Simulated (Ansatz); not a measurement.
# C4H11P: up Jacob's ladder to CCSD(T)

Aim: compute C4H11P with functionals from several rungs and with coupled cluster, and see how far each lands from CCSD(T) at the basis-set limit for the atomisation energy.

The runs use Ansatz 0.2.0, Gaussian basis; functionals in def2-TZVPP, the program's frozen cores in correlated methods.

Levels to be run: LDA (SPW92), PBE-D4, revPBE-D4, BLYP-D4, r2SCAN-D4, B97M-V, PBE0-D4, B3LYP-D4, r2SCANh-D4, r2SCAN0-D4, HSE06-D4, BHLYP-D4, CAM-B3LYP-D4, LC-ωPBE, ωB97X-V, ωB97M-V, B2PLYP, PBE-QIDH; CCSD(T)/def2-SVP; CCSD(T)/def2-TZVPP; MP2/def2-QZVPP; extrapolation to the limit; RPA on PBE.

### Step 1. Structure used throughout

All runs share one geometry, relaxed beforehand with PBE0-D4 in a triple-zeta def2 set.

16 atoms, charge 0, spin multiplicity 1.

Atoms are counted from 1 here; the program's logs count them from 0.

Bond lengths: C1–P2 1.663 Å, C1–H6 1.083 Å, C1–H7 1.083 Å, P2–C3 1.809 Å, P2–C4 1.809 Å, P2–C5 1.839 Å, C3–H8 1.091 Å, C3–H9 1.092 Å, C3–H10 1.090 Å, C4–H11 1.092 Å, C4–H12 1.091 Å, C4–H13 1.090 Å, C5–H14 1.092 Å, C5–H15 1.094 Å, C5–H16 1.092 Å. Angles: P2–C1–H6 118.2°, P2–C1–H7 118.2°, H6–C1–H7 117.0°, C1–P2–C3 110.9°, C1–P2–C4 110.9°, C1–P2–C5 122.5°, C3–P2–C4 107.7°, C3–P2–C5 101.8°, C4–P2–C5 101.8°, P2–C3–H8 111.5°, P2–C3–H9 108.6°, P2–C3–H10 109.2°, H8–C3–H9 108.8°, H8–C3–H10 110.2°, H9–C3–H10 108.5°, P2–C4–H11 108.6°, P2–C4–H12 111.5°, P2–C4–H13 109.2° and more.

### Step 2. LDA

This LDA is Slater exchange with PW92 correlation.

The input, in.yaml:

```yaml
crystal:
  periodic: [false, false, false]
  atoms:
    - {symbol: C, position_ang: [0.345970, 1.428269, -1.257964]}
    - {symbol: P, position_ang: [0.040941, 0.201778, -0.176666]}
    - {symbol: C, position_ang: [0.925422, 0.476676, 1.376728]}
    - {symbol: C, position_ang: [0.579208, -1.392340, -0.840032]}
    - {symbol: C, position_ang: [-1.654077, -0.190353, 0.418710]}
    - {symbol: H, position_ang: [0.314286, 2.449151, -0.896540]}
    - {symbol: H, position_ang: [0.095256, 1.267132, -2.299595]}
    - {symbol: H, position_ang: [0.686182, -0.290943, 2.114652]}
    - {symbol: H, position_ang: [0.634622, 1.451010, 1.774787]}
    - {symbol: H, position_ang: [1.997183, 0.488949, 1.180752]}
    - {symbol: H, position_ang: [0.075591, -1.560154, -1.794257]}
    - {symbol: H, position_ang: [0.332037, -2.211361, -0.162465]}
    - {symbol: H, position_ang: [1.653946, -1.361602, -1.016664]}
    - {symbol: H, position_ang: [-2.279068, -0.430736, -0.443867]}
    - {symbol: H, position_ang: [-1.677990, -1.024626, 1.125563]}
    - {symbol: H, position_ang: [-2.069500, 0.699158, 0.896859]}
basis:
  gaussian: {orbitals: def2-TZVPP}
hamiltonian: {xc: lda}
output: {orbitals: {seedname: orbitals}}
```

On the command line:

```console
$ ansatz run in.yaml --threads 2 --pin off --events-out ev --progress --plain --max-ram 22528MiB --backend cuda --devices 0, --max-vram 18GiB
```

Further steps of the session: PBE-D4 (GGA); revPBE-D4 (GGA); BLYP-D4 (GGA); r2SCAN-D4 (meta-GGA); B97M-V (meta-GGA); PBE0-D4 (hybrid); B3LYP-D4 (hybrid); r2SCANh-D4 (hybrid); r2SCAN0-D4 (hybrid); HSE06-D4 (hybrid); BHLYP-D4 (hybrid); CAM-B3LYP-D4 (range-separated); LC-ωPBE (range-separated); ωB97X-V (range-separated); ωB97M-V (range-separated); B2PLYP (double hybrid); PBE-QIDH (double hybrid); CCSD(T) in def2-SVP; CCSD(T) in def2-TZVPP; MP2 in def2-QZVPP; RPA on PBE orbitals.

Before running them: what should the planned runs give, taken together? Wanted: atomisation energy, CCSD(T)/CBS; farthest beyond LDA; mean size of error, GGA; mean size of error, meta-GGA; mean size of error, hybrid; mean size of error, range-separated; mean size of error, double hybrid; gap, smallest and largest; T1 diagnostic.

**Answer**, as computed:

| quantity | value |
| --- | --- |
| atomisation energy, CCSD(T)/CBS | 1405.6 kcal/mol |
| functionals within 7.0 kcal/mol (0.5 %) | revPBE-D4, BLYP-D4, r2SCAN-D4, B3LYP-D4, r2SCANh-D4, r2SCAN0-D4, LC-ωPBE, ωB97X-V, PBE-QIDH |
| farthest beyond LDA | BHLYP-D4 (-24.1 kcal/mol) |
| mean size of error, GGA | 10.1 kcal/mol |
| mean size of error, meta-GGA | 7.0 kcal/mol |
| mean size of error, hybrid | 9.0 kcal/mol |
| mean size of error, range-separated | 6.7 kcal/mol |
| mean size of error, double hybrid | 8.7 kcal/mol |
| gap, smallest and largest | 3.60 eV (BLYP-D4), 10.25 eV (LC-ωPBE) |
| T1 diagnostic | 0.0104 |
| triples share of the correlation energy | 4.0 % |

The LDA atomisation energy is off by 187.2 kcal/mol (13 %): it overbinds. PBE-D4 misses by +22.8 kcal/mol. Double hybrids carry the basis error of their MP2 part in triple zeta, and no dispersion term here, so their miss is partly the set-up's. Taken by rung, range-separated functionals do best (6.7 kcal/mol on average) and GGA ones worst beyond LDA (10.1 kcal/mol). The gap between the best rungs is small, so their order is not settled. The reference freezes the cores and leaves out relativity and excitations past (T), so misses under about 7.0 kcal/mol can't be ranked. Hartree-Fock recovers 75 % of the binding; the rest is correlation. CCSD(T) in def2-SVP is off by -81.2 kcal/mol, so the small basis spoils what the method gains. Orbital gaps span 3.6 to 10.3 eV; exact exchange widens them.
